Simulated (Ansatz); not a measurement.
The inner images of a band of BH5N2 + H (9 atoms, charge 0, multiplicity 2) are given out of order.

These are results of UHF/def2-SVP (Ansatz), not measurements.

First end point:

```xyz
9
Properties=species:S:1:pos:R:3
B 0.032 -0.045 -0.313
H 0.059 -0.374 0.847
N 1.257 0.101 -1.000
H 2.136 -0.056 -0.556
H 1.335 0.367 -1.959
N -1.223 0.178 -0.921
H -2.079 0.074 -0.422
H -1.344 0.450 -1.874
H -0.173 -0.696 4.327
```

Last end point:

```xyz
9
Properties=species:S:1:pos:R:3
B -0.256 -0.606 -1.172
H 0.747 -0.255 2.431
N 0.918 -0.103 -0.586
H 1.702 -0.682 -0.373
H 1.078 0.870 -0.409
N -1.383 0.140 -1.548
H -2.193 -0.280 -1.951
H -1.461 1.131 -1.430
H 0.849 -0.216 3.170
```

Task: Put them in order from the first end to the last, with their energies above the first end.
A.
```xyz
9
Properties=species:S:1:pos:R:3
B -0.160 -0.539 -0.849
H 0.395 -0.312 2.492
N 1.142 -0.014 -0.886
H 1.943 -0.542 -0.615
H 1.362 0.901 -1.228
N -1.336 0.119 -1.240
H -2.235 -0.304 -1.168
H -1.359 1.054 -1.598
H 0.249 -0.362 3.223
```
B.
```xyz
9
Properties=species:S:1:pos:R:3
B 0.010 -0.146 -0.468
H -0.057 -0.569 2.394
N 1.275 0.078 -1.032
H 2.117 -0.198 -0.574
H 1.425 0.530 -1.912
N -1.236 0.210 -1.005
H -2.092 0.026 -0.529
H -1.356 0.673 -1.885
H -0.084 -0.604 3.141
```
C.
```xyz
9
Properties=species:S:1:pos:R:3
B 0.007 -0.015 -0.143
H 0.010 -0.291 1.028
N 1.250 0.073 -0.807
H 2.109 -0.077 -0.324
H 1.366 0.301 -1.772
N -1.241 0.197 -0.769
H -2.096 0.122 -0.262
H -1.364 0.425 -1.733
H -0.040 -0.733 2.911
```
D.
```xyz
9
Properties=species:S:1:pos:R:3
B 0.005 -0.020 -0.143
H -0.004 -0.466 1.378
N 1.257 0.105 -0.761
H 2.113 -0.062 -0.275
H 1.390 0.391 -1.711
N -1.251 0.207 -0.723
H -2.100 0.087 -0.213
H -1.390 0.483 -1.675
H -0.020 -0.725 2.253
```
E.
```xyz
9
Properties=species:S:1:pos:R:3
B 0.021 -0.040 -0.224
H 0.042 -0.339 0.943
N 1.250 0.076 -0.910
H 2.123 -0.080 -0.455
H 1.337 0.318 -1.874
N -1.231 0.178 -0.840
H -2.087 0.094 -0.337
H -1.351 0.426 -1.800
H -0.105 -0.631 3.627
```

Result: E (+0.01 eV), C (+0.11 eV), D (+1.00 eV), B (+0.38 eV), A (+0.34 eV).

Time of the run: 120 s on 1 thread of Arm Neoverse V1, on a shared host, peak memory 0.16 GiB.
